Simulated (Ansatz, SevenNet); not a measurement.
**How the volume per atom of 2H WS2 moves with the method**

No measured value is used here.

```
level (code)           value (Å³/atom)
---------------------  ---------------
SevenNet-0 (SevenNet)            22.93
LDA (Ansatz)                     17.16
PBE (Ansatz)                     21.93
PBEsol (Ansatz)                  18.14
PBEsol+SOC (Ansatz)              18.12
PBE-D4 (Ansatz)             (withheld)
rVV10 (Ansatz)                   18.60
r²SCAN (Ansatz)             (withheld)
r²SCAN-D4 (Ansatz)          (withheld)
r²SCAN+rVV10 (Ansatz)            18.12
HSE06 (Ansatz)                   20.66
```

**Question.** Fill in the missing entries.

**Answer.** 
- PBE-D4 (Ansatz, a quantum-chemistry and plane-wave program), value (Å³/atom): 17.52
- r²SCAN (Ansatz), value (Å³/atom): 19.10
- r²SCAN-D4 (Ansatz), value (Å³/atom): 18.22

Density-functional levels without +SOC have no spin–orbit coupling. SevenNet-0: the cell moved over 20 % in volume from its start. LDA, PBE, PBEsol, PBEsol+SOC, r²SCAN, HSE06: the cell comes from a level without a dispersion term, which matters for the spacing of layers, chains or molecules. Cutoffs and k meshes differ between the levels. Ansatz's density-functional and Hartree–Fock values are scalar-relativistic unless marked +SOC, with PAW data made under PBE.

Machine-learned potentials (SevenNet-0) are trained on DFT data, which may include these solids.
